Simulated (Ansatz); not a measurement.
# AlH3S (SMILES [AlH2][SH]): levels of theory compared

We compute a comparison of 6 runs (UHF/STO-3G, PBE0/STO-3G, UPBE/STO-3G, UMP2/STO-3G, CCSDT(Q)/STO-3G, CCSD(T)/STO-3G) of AlH3S. 

Program for the calculation: Ansatz 0.2.0.

52 further runs of the same task are left out: 52 set aside as unsound or not needed.

## 1. The system as given

AlH3S has 5 atoms, charge 0, and is taken as a singlet. SMILES: `[AlH2][SH]`. The H3–Al1 distance was set to 2.368 Å, away from the relaxed value. At this shape a bond of the SMILES string is far longer than usual.

Bond lengths: Al1–S2 2.181 Å, Al1–H4 1.581 Å, S2–H5 1.344 Å. Angles: Al1–S2–H5 93.7°, S2–Al1–H4 118.9°.

## 2. The energy at UHF/STO-3G (run 1)

Contents of in.yaml:

```yaml
crystal:
  periodic: [false, false, false]
  atoms:
    - symbol: Al
      position_ang: [0.066684, 0.228743, -0.448094]
    - symbol: S
      position_ang: [1.811884, -0.050157, 0.830206]
    - symbol: H
      position_ang: [-1.981700, -0.650100, 0.351100]
    - symbol: H
      position_ang: [0.241684, 0.988943, -1.822794]
    - symbol: H
      position_ang: [2.642484, 0.580743, -0.017394]
basis:
  gaussian:
    orbitals: STO-3G
hamiltonian:
  xc: hf
accuracy: high
magnetization:
  spin_polarized: true
  initial_magnetization: 0
```

Run with:

```sh
$ ansatz run in.yaml --threads 1 --pin off --max-ram 2610MiB --events-out events.jsonl --progress --plain --runs-dir runs
```

The log of the run:

```text
Warning: RAYON_NUM_THREADS=1 ignored (pool sized by the plan → 1); use --threads N
Functional definition: HF
  name "HF"
  exchange = exact_x
  correlation = 0
363 factors; integrals over basis functions are off by at most 9.7e-9 eV
mean field evaluation 1: about -17243.5449 eV, gradient 1.5e1 eV
mean field evaluation 2: about -17243.5493 eV, gradient 1.5e1 eV
mean field evaluation 4: about -17246.1995 eV, gradient 8.3e-1 eV
mean field evaluation 8: about -17246.2052 eV, gradient 1.2e-5 eV
mean field evaluation 16: about -17246.8545 eV, gradient 2.4e-2 eV
mean field evaluation 32: about -17246.8431 eV, gradient 1.2e-4 eV
mean field -17246.84311108 eV, -633.8097940020 hartree, gradient 7.0e-8 eV, S^2 0.608844; 2 other end points of the search recorded, 0 dependent functions left out
reference -17246.84311108 eV, -633.8097940020 hartree; 16, 16 occupied and 5, 5 virtual orbitals, 363 factors
Total energy: -17246.84311108 eV, -633.8097940020 hartree
```

Run time: 0.24 s. Hardware: 1 thread of Arm Neoverse V1, shared host.

## 3. A single-point energy at PBE0/STO-3G (run 2)

Contents of input.yaml:

```yaml
crystal:
  periodic: [false, false, false]
  atoms:
    - {symbol: Al, position_ang: [0.066684, 0.228743, -0.448094]}
    - {symbol: S, position_ang: [1.811884, -0.050157, 0.830206]}
    - {symbol: H, position_ang: [-1.981700, -0.650100, 0.351100]}
    - {symbol: H, position_ang: [0.241684, 0.988943, -1.822794]}
    - {symbol: H, position_ang: [2.642484, 0.580743, -0.017394]}
basis:
  gaussian:
    orbitals: STO-3G
hamiltonian:
  xc: pbe0
accuracy: high
```

Run with:

```sh
$ ansatz run input.yaml --threads 1 --pin off --max-ram 2610MiB --events-out events.jsonl --progress --plain --runs-dir runs
```

The log of the run:

```text
Warning: RAYON_NUM_THREADS=1 ignored (pool sized by the plan → 1); use --threads N
Functional definition: PBE0
  name "PBE0"
  parameter a = 0.25
  parameter kappa = 0.804
  parameter beta = 0.06672455060314922
  exchange = (1 - a)*pbe_x(kappa = kappa, mu = beta*pi^2/3) + a*exact_x
  correlation = pbe_c(beta = beta)
363 factors; integrals over basis functions are off by at most 9.7e-9 eV
mean field evaluation 1: about -17267.9256 eV, gradient 2.5e1 eV
mean field evaluation 2: about -17262.6495 eV, gradient 3.8e1 eV
mean field evaluation 4: about -17271.6188 eV, gradient 4.4e-1 eV
mean field evaluation 8: about -17271.5700 eV, gradient 7.9e-3 eV
mean field evaluation 16: about -17271.5700 eV, gradient 3.0e-9 eV
mean field -17271.56996189 eV, -634.7184890088 hartree, gradient 3.7e-9 eV, S^2 0.000000; 0 other end points of the search recorded, 0 dependent functions left out
reference -17271.56996335 eV, -634.7184890624 hartree; 16, 16 occupied and 5, 5 virtual orbitals, 363 factors
Total energy: -17271.56996335 eV, -634.7184890624 hartree
```

Wall time 1.2 s (1 thread of Arm Neoverse V1, shared host); peak memory 0.097 GiB.

Runs 3 to 5 aren't shown in full; the table further down has their settings and results.

## 4. The energy at CCSD(T)/STO-3G (run 6)

Contents of run.yaml:

```yaml
crystal:
  periodic: [false, false, false]
  atoms:
    - symbol: Al
      position_ang: [0.066684, 0.228743, -0.448094]
    - symbol: S
      position_ang: [1.811884, -0.050157, 0.830206]
    - symbol: H
      position_ang: [-1.981700, -0.650100, 0.351100]
    - symbol: H
      position_ang: [0.241684, 0.988943, -1.822794]
    - symbol: H
      position_ang: [2.642484, 0.580743, -0.017394]
basis:
  gaussian: {orbitals: STO-3G}
correlation: {method: ccsd_t, frozen_orbitals: {Al: 5, H: 0, S: 5}}
accuracy: high
scf: {omitted_lower_state_checks: [cluster_reference, increment]}
```

Run with:

```sh
$ ansatz run run.yaml --threads 1 --pin off --max-ram 2610MiB --events-out events.jsonl --progress --plain --runs-dir runs
```

The log of the run, shortened:

```text
Warning: RAYON_NUM_THREADS=1 ignored (pool sized by the plan → 1); use --threads N
[... 2 set-up lines as earlier in the session ...]
[...]
363 factors; integrals over basis functions are off by at most 9.7e-9 eV
[...]
mean field -17246.20520304 eV, -633.7863513139 hartree, gradient 2.9e-8 eV, S^2 0.000000; 0 other end points of the search recorded, 0 dependent functions left out; unrestricted orbitals would lower it
10 core orbitals not correlated: weight in the atoms' cores, before any rotation towards them, 1.000 or more for the frozen orbitals, at most 0.000 for the correlated occupied ones
reference -17246.20520304 eV, -633.7863513139 hartree; 6, 6 occupied and 5, 5 virtual orbitals, 363 factors
second order -2.08456201 eV of doubles, -0.00000000 eV of singles
cycle   1  -2.71356622 eV  change   -6.3e-1 eV  update   1.1e-1
[...]
cycle  21  -3.21267903 eV  change    1.1e-9 eV  update  5.7e-10
perturbative correction -0.06424093 eV, -0.0023608106 hartree
Total energy: -17249.48212299 eV, -633.9067759011 hartree
Checks for a lower state left out: cluster_reference, increment
```

Run time: 0.18 s. Hardware: 1 thread of Arm Neoverse V1, shared host.

## 5. All runs side by side

```tsv
run	level	frozen core orbitals	energy (Eh)	wall time
1	UHF/STO-3G	–	-633.809794	0.24 s
2	PBE0/STO-3G	–	-634.718489	1.2 s
3	UPBE/STO-3G	–	-634.635057	2 s
4	UMP2/STO-3G	10	-633.857434	0.26 s
5	CCSDT(Q)/STO-3G	10	-633.907564	0.28 s
6	CCSD(T)/STO-3G	10	-633.906776	0.18 s
```

## 6. Summary of results

| quantity | value |
| --- | --- |
| run 6: total energy | -633.90678 Eh |
| run 6: correlation energy (10 core orbitals frozen) | -120.4 mEh |
| run 6: (T) correction | -2.36 mEh |
| run 6: T1 diagnostic | 0.024 |

**Reading.** Below the UHF energy at the same shape and in the same basis (STO-3G): UMP2 -47.6 mEh; CCSDT(Q) -97.8 mEh; CCSD(T) -97.0 mEh. Some of these start from another determinant than that one, so these aren't their correlation energies. Totals of different functionals can't be ranked against each other. In runs 5, 6 the log says that unrestricted orbitals would lower the reference, so the values rest on an unstable closed-shell determinant (other closed-shell runs at this shape may share the fault). In runs 1, 2, 3, 4, 5, 6 the basis is minimal, so the values are rough. Spin contamination of the reference: run 1 ⟨S²⟩ = 0.61, run 4 ⟨S²⟩ = 0.61. Where it is this large, the reference is a mixture of spin states, and values that rest on it are in doubt. All runs together took 4.1 s, the longest 2 s.
